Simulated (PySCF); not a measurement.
```xyz
9

C     -1.3895    -0.0925     0.0242
S      0.0596    -1.1908    -0.1233
C      1.3889     0.0551    -0.0316
H     -1.3839     0.4496     0.9861
H     -1.4306     0.6294    -0.8103
H     -2.2814    -0.7382    -0.0172
H      2.3419    -0.4925    -0.1095
H      1.3202     0.7753    -0.8657
H      1.3642     0.5960     0.9308
```

Charge 0, multiplicity 1.

### Question
Give the Mulliken and meta-Löwdin atomic charges from TPSSh-D3(BJ)/def2-TZVP // TPSS-D3(BJ)/def2-SVP (PySCF 2.14.0).

### Answer

| atom | Mulliken (e) | meta-Löwdin (e) |
|---|---|---|
| C1 | -0.35 | -0.38 |
| S2 | -0.10 | 0.04 |
| C3 | -0.35 | -0.38 |
| H4 | 0.13 | 0.11 |
| H5 | 0.13 | 0.11 |
| H6 | 0.14 | 0.13 |
| H7 | 0.14 | 0.13 |
| H8 | 0.13 | 0.11 |
| H9 | 0.13 | 0.11 |
